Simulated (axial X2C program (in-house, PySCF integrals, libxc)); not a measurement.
**Which molecule has these constants?**

Computed with an in-house relativistic program for diatomic molecules, spin-free (one-electron X2C) or two-component (2c: spin–orbit coupling with atomic mean-field Coulomb and Gaunt terms, which also bring small scalar terms), in Dyall basis sets with cores contracted in-house; open shells are unrestricted.

A two-component PBE0 calculation in a Dyall 3-zeta basis gave Re = 2.075 Å, ωe = 544.8 cm⁻¹, De = 1.74 eV, dipole magnitude 3.29 D, Ω = 1.

Question: Which molecule is it?
A. SiC
B. CCl
C. NaC
D. PC
E. MgC

Answer: E. The others have NaC 2.232 Å and 435.0 cm⁻¹ (Ω = 3/2); CCl 1.650 Å and 889.3 cm⁻¹ (Ω = 1/2); SiC 1.718 Å and 982.5 cm⁻¹ (Ω = 2); PC 1.555 Å and 1294.4 cm⁻¹ (Ω = 1/2).

Each entry is the lowest single determinant of a limited PBE0 search at one distance. De goes to single-determinant-based atoms at the same level (for ions the charge split of lowest energy) and is withheld (n/a) where an atom does not fit its ground term or J level. Main or longest-lived isotopes. One determinant is a doubtful description, or other states lie close, for MgC, NaC, SiC, PC; these need not be ground states, and all values refer to the states named. Some open-shell Ω = 0 determinants are out of reach, so the Ω given for MgC, SiC need not be the lowest component. With several unpaired electrons the Ω given is that of one determinant, not necessarily of the lowest component. Some light 2c atoms are not at their ground J level, so De misses part of their lowering (0.04 eV or less). The functionals have no current term, which raises determinants with orbital currents.
